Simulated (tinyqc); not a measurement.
UHF in the sto-6g basis, for H2O+, spin multiplicity 2, step by step. One step of it, computed by the program tinyqc.

Question. Iteration 1: building the Fock matrix. J_ij = sum D_kl (ij|kl) with D = D(alpha) + D(beta), K_ij = sum D_kl (ik|jl) for each spin; F = H + J - K(s); E = tr D H + tr D J / 2 - 0.5 sum_s tr D(s) K(s) + E_nn.

D(alpha) at the start:
```
            1O 1s      1O 2s    1O 2px     1O 2py     1O 2pz      2H 1s      3H 1s
1O 1s    1.061860  -0.279279  0.000000   0.000000  -0.016864   0.035311   0.035311
1O 2s   -0.279279   1.255439  0.000000   0.000000   0.101125  -0.152349  -0.152349
1O 2px   0.000000   0.000000  1.000000   0.000000   0.000000   0.000000   0.000000
1O 2py   0.000000   0.000000  0.000000   1.143359   0.000000  -0.156874   0.156874
1O 2pz  -0.016864   0.101125  0.000000   0.000000   1.050177  -0.088018  -0.088018
2H 1s    0.035311  -0.152349  0.000000  -0.156874  -0.088018   0.045521   0.002473
3H 1s    0.035311  -0.152349  0.000000   0.156874  -0.088018   0.002473   0.045521
```

D(beta) at the start:
```
            1O 1s      1O 2s    1O 2px     1O 2py     1O 2pz      2H 1s      3H 1s
1O 1s    1.061860  -0.279279  0.000000   0.000000  -0.016864   0.035311   0.035311
1O 2s   -0.279279   1.255439  0.000000   0.000000   0.101125  -0.152349  -0.152349
1O 2px   0.000000   0.000000  0.000000   0.000000   0.000000   0.000000   0.000000
1O 2py   0.000000   0.000000  0.000000   1.143359   0.000000  -0.156874   0.156874
1O 2pz  -0.016864   0.101125  0.000000   0.000000   1.050177  -0.088018  -0.088018
2H 1s    0.035311  -0.152349  0.000000  -0.156874  -0.088018   0.045521   0.002473
3H 1s    0.035311  -0.152349  0.000000   0.156874  -0.088018   0.002473   0.045521
```

core Hamiltonian H = T + V (hartree):
```
             1O 1s      1O 2s     1O 2px     1O 2py     1O 2pz      2H 1s      3H 1s
1O 1s   -32.890517  -7.269066   0.000000   0.000000  -0.013160  -1.254280  -1.254280
1O 2s    -7.269066  -9.111912   0.000000   0.000000  -0.152173  -2.885047  -2.885047
1O 2px    0.000000   0.000000  -7.363028   0.000000   0.000000   0.000000   0.000000
1O 2py    0.000000   0.000000   0.000000  -7.491606   0.000000  -1.788593   1.788593
1O 2pz   -0.013160  -0.152173   0.000000   0.000000  -7.413815  -1.161053  -1.161053
2H 1s    -1.254280  -2.885047   0.000000  -1.788593  -1.161053  -4.513476  -0.892800
3H 1s    -1.254280  -2.885047   0.000000   1.788593  -1.161053  -0.892800  -4.513476
```

Two-electron integrals (ij|kl) in chemists' order, unique and non-zero (hartree):
```
(11|11) 4.787491    (21|11) 0.675884    (21|21) 0.121505    (22|11) 1.117379
(22|21) 0.249212    (22|22) 0.817383    (31|31) 0.025762    (32|31) 0.039145
(32|32) 0.180664    (33|11) 1.117381    (33|21) 0.249212    (33|22) 0.817382
(33|33) 0.880663    (41|41) 0.025762    (42|41) 0.039145    (42|42) 0.180664
(43|43) 0.047461    (44|11) 1.117381    (44|21) 0.249212    (44|22) 0.817382
(44|33) 0.785741    (44|44) 0.880663    (51|51) 0.025762    (52|51) 0.039145
(52|52) 0.180664    (53|53) 0.047461    (54|54) 0.047461    (55|11) 1.117381
(55|21) 0.249212    (55|22) 0.817382    (55|33) 0.785741    (55|44) 0.785741
(55|55) 0.880663    (61|11) 0.123356    (61|21) 0.021264    (61|22) 0.042689
(61|33) 0.042598    (61|41) 0.000883    (61|42) 0.001729    (61|44) 0.042794
(61|51) 0.000555    (61|52) 0.001087    (61|54) 0.000123    (61|55) 0.042675
(61|61) 0.003793    (62|11) 0.312090    (62|21) 0.070640    (62|22) 0.258076
(62|33) 0.253709    (62|41) 0.004804    (62|42) 0.036084    (62|44) 0.263100
(62|51) 0.003019    (62|52) 0.022678    (62|54) 0.005902    (62|55) 0.257418
(62|61) 0.012442    (62|62) 0.103238    (63|31) 0.007686    (63|32) 0.043801
(63|43) 0.007372    (63|53) 0.004633    (63|63) 0.014254    (64|11) 0.195771
(64|21) 0.044924    (64|22) 0.175014    (64|33) 0.167241    (64|41) 0.010327
(64|42) 0.066647    (64|44) 0.188132    (64|51) 0.001660    (64|52) 0.014358
(64|54) 0.008496    (64|55) 0.169669    (64|61) 0.008257    (64|62) 0.085098
(64|64) 0.083568    (65|11) 0.123038    (65|21) 0.028234    (65|22) 0.109993
(65|33) 0.105108    (65|41) 0.001660    (65|42) 0.014358    (65|44) 0.108971
(65|51) 0.008729    (65|52) 0.052825    (65|54) 0.009800    (65|55) 0.115900
(65|61) 0.005189    (65|62) 0.053483    (65|64) 0.043562    (65|65) 0.041632
(66|11) 0.469545    (66|21) 0.108256    (66|22) 0.453551    (66|33) 0.435883
(66|41) 0.009151    (66|42) 0.095146    (66|44) 0.473878    (66|51) 0.005751
(66|52) 0.059797    (66|54) 0.023879    (66|55) 0.450890    (66|61) 0.019238
(66|62) 0.234768    (66|64) 0.220625    (66|65) 0.138659    (66|66) 0.774999
(71|11) 0.123356    (71|21) 0.021264    (71|22) 0.042689    (71|33) 0.042598
(71|41) -0.000883   (71|42) -0.001729   (71|44) 0.042794    (71|51) 0.000555
(71|52) 0.001087    (71|54) -0.000123   (71|55) 0.042675    (71|61) 0.003728
(71|62) 0.011962    (71|64) 0.007268    (71|65) 0.004993    (71|66) 0.018269
(71|71) 0.003793    (72|11) 0.312090    (72|21) 0.070640    (72|22) 0.258076
(72|33) 0.253709    (72|41) -0.004804   (72|42) -0.036084   (72|44) 0.263100
(72|51) 0.003019    (72|52) 0.022678    (72|54) -0.005902   (72|55) 0.257418
(72|61) 0.011962    (72|62) 0.080203    (72|64) 0.046243    (72|65) 0.040297
(72|66) 0.145037    (72|71) 0.012442    (72|72) 0.103238    (73|31) 0.007686
(73|32) 0.043801    (73|43) -0.007372   (73|53) 0.004633    (73|63) 0.010606
(73|73) 0.014254    (74|11) -0.195771   (74|21) -0.044924   (74|22) -0.175014
(74|33) -0.167241   (74|41) 0.010327    (74|42) 0.066647    (74|44) -0.188132
(74|51) -0.001660   (74|52) -0.014358   (74|54) 0.008496    (74|55) -0.169669
(74|61) -0.007268   (74|62) -0.046243   (74|64) -0.016746   (74|65) -0.022776
(74|66) -0.076775   (74|71) -0.008257   (74|72) -0.085098   (74|74) 0.083568
(75|11) 0.123038    (75|21) 0.028234    (75|22) 0.109993    (75|33) 0.105108
(75|41) -0.001660   (75|42) -0.014358   (75|44) 0.108971    (75|51) 0.008729
(75|52) 0.052825    (75|54) -0.009800   (75|55) 0.115900    (75|61) 0.004993
(75|62) 0.040297    (75|64) 0.022776    (75|65) 0.030504    (75|66) 0.079111
(75|71) 0.005189    (75|72) 0.053483    (75|74) -0.043562   (75|75) 0.041632
(76|11) 0.089078    (76|21) 0.020342    (76|22) 0.079935    (76|33) 0.078308
(76|44) 0.080089    (76|51) 0.001406    (76|52) 0.012317    (76|55) 0.081408
(76|61) 0.003531    (76|62) 0.030855    (76|64) 0.022166    (76|65) 0.018003
(76|66) 0.071232    (76|71) 0.003531    (76|72) 0.030855    (76|74) -0.022166
(76|75) 0.018003    (76|76) 0.011403    (77|11) 0.469545    (77|21) 0.108256
(77|22) 0.453551    (77|33) 0.435883    (77|41) -0.009151   (77|42) -0.095146
(77|44) 0.473878    (77|51) 0.005751    (77|52) 0.059797    (77|54) -0.023879
(77|55) 0.450890    (77|61) 0.018269    (77|62) 0.145037    (77|64) 0.076775
(77|65) 0.079111    (77|66) 0.281705    (77|71) 0.019238    (77|72) 0.234768
(77|74) -0.220625   (77|75) 0.138659    (77|76) 0.071232    (77|77) 0.774999
```

nuclear repulsion = 7.95847675 hartree

Give: Coulomb J; exchange K(alpha); exchange K(beta); F(alpha); F(beta); total energy of this density.

Answer.

Coulomb J (hartree):
```
         1O 1s   1O 2s  1O 2px  1O 2py  1O 2pz  2H 1s   3H 1s
1O 1s   17.646   3.131   0.000   0.000   0.003  0.552   0.552
1O 2s    3.131   8.034   0.000   0.000  -0.001  2.448   2.448
1O 2px   0.000   0.000   7.974   0.000   0.000  0.000   0.000
1O 2py   0.000   0.000   0.000   8.063   0.000  1.628  -1.628
1O 2pz   0.003  -0.001   0.000   0.000   8.066  1.022   1.022
2H 1s    0.552   2.448   0.000   1.628   1.022  4.113   0.740
3H 1s    0.552   2.448   0.000  -1.628   1.022  0.740   4.113
```

exchange K(alpha) (hartree):
```
        1O 1s  1O 2s  1O 2px  1O 2py  1O 2pz  2H 1s   3H 1s
1O 1s   4.945  0.797   0.000   0.000   0.001  0.151   0.151
1O 2s   0.797  1.425   0.000   0.000   0.002  0.376   0.376
1O 2px  0.000  0.000   1.187   0.000   0.000  0.000   0.000
1O 2py  0.000  0.000   0.000   1.184   0.000  0.187  -0.187
1O 2pz  0.001  0.002   0.000   0.000   1.185  0.117   0.117
2H 1s   0.151  0.376   0.000   0.187   0.117  0.158   0.085
3H 1s   0.151  0.376   0.000  -0.187   0.117  0.085   0.158
```

exchange K(beta) (hartree):
```
        1O 1s  1O 2s  1O 2px  1O 2py  1O 2pz  2H 1s   3H 1s
1O 1s   4.919  0.758   0.000   0.000   0.001  0.143   0.143
1O 2s   0.758  1.244   0.000   0.000   0.002  0.333   0.333
1O 2px  0.000  0.000   0.306   0.000   0.000  0.000   0.000
1O 2py  0.000  0.000   0.000   1.136   0.000  0.179  -0.179
1O 2pz  0.001  0.002   0.000   0.000   1.137  0.112   0.112
2H 1s   0.143  0.333   0.000   0.179   0.112  0.144   0.074
3H 1s   0.143  0.333   0.000  -0.179   0.112  0.074   0.144
```

F(alpha) (hartree):
```
          1O 1s   1O 2s  1O 2px  1O 2py  1O 2pz   2H 1s   3H 1s
1O 1s   -20.190  -4.935   0.000   0.000  -0.010  -0.853  -0.853
1O 2s    -4.935  -2.503   0.000   0.000  -0.155  -0.813  -0.813
1O 2px    0.000   0.000  -0.576   0.000   0.000   0.000   0.000
1O 2py    0.000   0.000   0.000  -0.613   0.000  -0.348   0.348
1O 2pz   -0.010  -0.155   0.000   0.000  -0.533  -0.256  -0.256
2H 1s    -0.853  -0.813   0.000  -0.348  -0.256  -0.558  -0.237
3H 1s    -0.853  -0.813   0.000   0.348  -0.256  -0.237  -0.558
```

F(beta) (hartree):
```
          1O 1s   1O 2s  1O 2px  1O 2py  1O 2pz   2H 1s   3H 1s
1O 1s   -20.164  -4.895   0.000   0.000  -0.010  -0.845  -0.845
1O 2s    -4.895  -2.322   0.000   0.000  -0.155  -0.770  -0.770
1O 2px    0.000   0.000   0.305   0.000   0.000   0.000   0.000
1O 2py    0.000   0.000   0.000  -0.565   0.000  -0.340   0.340
1O 2pz   -0.010  -0.155   0.000   0.000  -0.485  -0.252  -0.252
2H 1s    -0.845  -0.770   0.000  -0.340  -0.252  -0.544  -0.226
3H 1s    -0.845  -0.770   0.000   0.340  -0.252  -0.226  -0.544
```

total energy of this density = -74.33169 hartree

This density is the starting one.
